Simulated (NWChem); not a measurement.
System: dichloromethane (CH2Cl2); SMILES ClCCl

Here is an NWChem input.

```
start job
memory heap 200 mb stack 900 mb global 1100 mb
geometry units angstroms noautosym nocenter noautoz
  Cl     1.494325     0.000000     0.212013
  C      0.000000     0.000000    -0.763738
  Cl    -1.494325     0.000000     0.212013
  H      0.000000     0.909676    -1.390204
  H      0.000000    -0.909676    -1.390204
end
basis spherical
  * library 6-31g*
end
dft
  xc m06-2x
  iterations 150
end
cosmo
  do_cosmo_smd true
  solvent dioxane
end
task dft energy
```

The geometry was optimised at PBE-D3(BJ)/def2-SVP. Solvent: 1,4-dioxane.

Level: M06-2X/6-31G* with SMD (1 M gas to 1 M solution), gas-phase geometry.

Give the results of this calculation. (M06-2X/6-31G* (spherical d), SMD on the gas-phase geometry.) Quantities: solvation free energy (kcal/mol); cavity-dispersion-structure term (kcal/mol); dipole in solution (D).


```yaml
solvation free energy (kcal/mol): -3.3
cavity-dispersion-structure term (kcal/mol): -1.2
dipole in solution (D): 2.17
```
